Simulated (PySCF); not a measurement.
# One shape, several levels: C2HCl2F (SMILES FC=C(Cl)Cl)

We compute a comparison of 5 runs (HF/STO-3G, TPSS/STO-3G, B3LYP/6-31G*, PBE0/def2-SVP) of C2HCl2F. 

Program for the calculation: PySCF 2.14.0.

**1. The system as given**

The species is C2HCl2F (6 atoms), meant as a singlet with charge 0. As SMILES, `FC=C(Cl)Cl`. The shape is that of a PBE0-D4/def2-TZVP optimisation.

Bond lengths: F1–C2 1.325 Å, C2–C3 1.326 Å, C3–Cl4 1.703 Å, C3–Cl5 1.711 Å, C2–H6 1.082 Å. Angles: F1–C2–C3 121.8°, C2–C3–Cl4 122.7°, C2–C3–Cl5 120.2°, Cl4–C3–Cl5 117.2°, F1–C2–H6 114.8°, C3–C2–H6 123.4°.

**2. Energy and gradient at HF/STO-3G (run 1)**

run.py reads:

```python
# ctk1b6630
from pyscf import gto, scf

mol = gto.M(
    atom='''
F      0.698934    -2.746793     1.921039
C      0.633380    -0.347162     1.207686
C     -0.471468     0.366588    -0.925890
Cl    -1.894828    -1.714303    -2.927337
Cl    -0.509489     3.487093    -1.770371
H      1.543509     0.954595     2.494854
''',
    basis='sto-3g',
    spin=0,
    unit='bohr',
    verbose=3,
    max_memory=1860,
)

myscf = scf.RHF(mol)
myscf.conv_tol = 1e-10
myscf.kernel()
if not myscf.converged:
    myscf = myscf.newton().run(myscf.mo_coeff, myscf.mo_occ)

e_final = myscf.e_tot
print(f'total energy: {e_final:.8f} hartree')
grad = myscf.nuc_grad_method().kernel()
dip = myscf.dip_moment()
pop, q = myscf.mulliken_pop()
```

Run with:

```console
$ OMP_NUM_THREADS=1 python run.py
```

The program printed:

```text
converged SCF energy = -1082.52013476782
total energy: -1082.52013477 hartree
--------------- RHF gradients ---------------
         x                y                z
0 F    -0.0009396796     0.0285476378    -0.0087758660
1 C     0.0064900509    -0.0099436237     0.0139653321
2 C    -0.0259795128     0.0047855719    -0.0471819570
3 Cl     0.0226253543     0.0351604854     0.0312992205
4 Cl     0.0009106939    -0.0476494712     0.0134746878
5 H    -0.0031069068    -0.0109006002    -0.0027814174
----------------------------------------------
Dipole moment(X, Y, Z, Debye):  0.96235,  0.12939,  1.67150
 ** Mulliken pop  **
pop of  0 F 1s            1.99896
pop of  0 F 2s            1.93920
pop of  0 F 2px           1.92463
pop of  0 F 2py           1.34436
pop of  0 F 2pz           1.89599
pop of  1 C 1s            1.99328
pop of  1 C 2s            1.11463
pop of  1 C 2px           0.99648
pop of  1 C 2py           0.80409
pop of  1 C 2pz           0.97317
pop of  2 C 1s            1.99295
pop of  2 C 2s            1.14663
pop of  2 C 2px           1.09454
pop of  2 C 2py           0.78356
pop of  2 C 2pz           0.96847
pop of  3 Cl 1s           1.99997
pop of  3 Cl 2s           1.99879
pop of  3 Cl 3s           1.94879
pop of  3 Cl 2px          1.99718
pop of  3 Cl 2py          1.99458
pop of  3 Cl 2pz          1.99505
pop of  3 Cl 3px          1.81319
pop of  3 Cl 3py          1.64109
pop of  3 Cl 3pz          1.67405
pop of  4 Cl 1s           1.99997
pop of  4 Cl 2s           1.99881
pop of  4 Cl 3s           1.94972
pop of  4 Cl 2px          1.99952
pop of  4 Cl 2py          1.98858
pop of  4 Cl 2pz          1.99886
pop of  4 Cl 3px          1.96839
pop of  4 Cl 3py          1.24260
pop of  4 Cl 3pz          1.92685
pop of  5 H 1s            0.89308
 ** Mulliken atomic charges  **
charge of    0F =     -0.10313
charge of    1C =      0.11835
charge of    2C =      0.01384
charge of    3Cl =     -0.06269
charge of    4Cl =     -0.07329
charge of    5H =      0.10692
```

Wall time 4.5 s (1 thread of Intel Xeon at 2.50GHz (Skylake/Cascade Lake), shared host); peak memory 0.12 GiB.

**3. Energy and forces at TPSS/STO-3G (run 2)**

run.py reads:

```python
# ctk1b6630
from pyscf import gto, dft

mol = gto.Mole()
mol.atom = '''
F    0.369860  -1.453540   1.016570
C    0.335170  -0.183710   0.639080
C   -0.249490   0.193990  -0.489960
Cl  -1.002700  -0.907170  -1.549080
Cl  -0.269610   1.845290  -0.936840
H    0.816790   0.505150   1.320220
'''
mol.verbose = 3
mol.basis = 'sto-3g'
mol.max_memory = 1860
mol.build()

calc0 = dft.RKS(mol, xc='tpss')
calc0.conv_tol = 1e-10
calc0.grids.level = 5
calc0.kernel()
if not calc0.converged:
    calc0 = calc0.newton().run(calc0.mo_coeff, calc0.mo_occ)

e_final = calc0.e_tot
print('E(%s) = %.9f' % ('TPSS', e_final))
grad = calc0.nuc_grad_method().kernel()
calc0.analyze()
```

Run with:

```console
$ OMP_NUM_THREADS=1 python run.py
```

The program printed:

```text
converged SCF energy = -1084.66508998926
[... 14 lines left out ...]
MO #4   energy= -9.92502940736424  occ= 2
[... 5 lines left out ...]
MO #10  energy= -6.86278028450942  occ= 2
[... 5 lines left out ...]
MO #16  energy= -0.732036119211001 occ= 2
[... 5 lines left out ...]
MO #22  energy= -0.352010015771141 occ= 2
[... 5 lines left out ...]
MO #28  energy= -0.143433417377623 occ= 2
[... 5 lines left out ...]
MO #34  energy= 0.590249123763787  occ= 0
[... 7 lines left out ...]
Dipole moment(X, Y, Z, Debye):  0.85845, -0.34255,  1.60502
```

Wall time 26 s (1 thread of Intel Xeon at 2.50GHz (Skylake/Cascade Lake), shared host); peak memory 0.4 GiB.

Runs 3 to 4 aren't shown in full; the table further down has their settings and results.

**4. Energy and forces at B3LYP/6-31G(d) (Cartesian functions) (run 5)**

job.py reads:

```python
from pyscf import gto, dft

mol = gto.M(
    atom='''
F    0.369860  -1.453540   1.016570
C    0.335170  -0.183710   0.639080
C   -0.249490   0.193990  -0.489960
Cl  -1.002700  -0.907170  -1.549080
Cl  -0.269610   1.845290  -0.936840
H    0.816790   0.505150   1.320220
''',
    max_memory=1860,
    cart=True,
    basis='6-31g*',
    verbose=3,
)

mf = dft.RKS(mol)
mf.xc = 'b3lyp'
mf.conv_tol = 1e-10
mf.grids.level = 5
mf.kernel()
if not mf.converged:
    mf = mf.newton().run(mf.mo_coeff, mf.mo_occ)

e_tot = mf.e_tot
print('Final energy', e_tot)
grad = mf.nuc_grad_method().kernel()
mf.analyze()
```

Run with:

```console
$ OMP_NUM_THREADS=1 python job.py
```

The program printed:

```text
converged SCF energy = -1096.99795792891
[... 20 lines left out ...]
MO #10  energy= -7.24727996156919  occ= 2
[... 14 lines left out ...]
MO #25  energy= -0.353932392110343 occ= 2
[... 14 lines left out ...]
MO #40  energy= 0.443138842441305  occ= 0
[... 14 lines left out ...]
MO #55  energy= 0.913804682967181  occ= 0
[... 14 lines left out ...]
MO #70  energy= 1.82104986141414   occ= 0
[... 14 lines left out ...]
MO #85  energy= 4.4504169495799    occ= 0
[... 7 lines left out ...]
Dipole moment(X, Y, Z, Debye):  0.58856,  0.63200,  0.88463
```

Wall time 54 s (1 thread of Intel Xeon at 2.50GHz (Skylake/Cascade Lake), shared host); peak memory 0.83 GiB.

**5. Overview of the runs**

| run | level | integration grid | Cartesian functions | energy (Eh) | dipole moment (D) | HOMO energy (eV) | LUMO energy (eV) | wall time |
| --- | --- | --- | --- | --- | --- | --- | --- | --- |
| 1 | HF/STO-3G | – | no | -1082.520135 | 1.93 | -8.58 | 6.86 | 4.5 s |
| 2 | TPSS/STO-3G | 5 | no | -1084.665090 | 1.85 | -3.90 | 1.53 | 26 s |
| 3 | B3LYP/6-31G* (spherical functions) | 5 | no | -1096.988638 | 1.24 | -6.96 | -0.23 | 54 s |
| 4 | PBE0/def2-SVP | 5 | no | -1096.100660 | 1.13 | -7.26 | -0.16 | 38 s |
| 5 | B3LYP/6-31G* (Cartesian functions) | 5 | yes | -1096.997958 | 1.24 | -6.96 | -0.23 | 54 s |

**6. Results**

| quantity | value |
| --- | --- |
| run 5: total energy | -1096.99796 Eh |
| run 5: dipole moment | 1.24 D |
| run 5: HOMO energy | -6.96 eV |
| run 5: LUMO energy | -0.23 eV |
| run 5: HOMO–LUMO gap | 6.73 eV |
| run 5: largest force on an atom | 0.825 eV/Å |

What this shows: The dipole moment (its size) runs from 1.13 D (PBE0/def2-SVP) to 1.93 D (HF/STO-3G). The two ends differ in method and basis. The HOMO–LUMO gap runs from 5.43 eV (TPSS/STO-3G) to 15.44 eV (HF/STO-3G). Exact exchange widens orbital gaps. Totals of different functionals can't be ranked against each other. In runs 1, 2 the basis is minimal, so the values are rough. All runs together took 2.9 min, the longest 54 s.
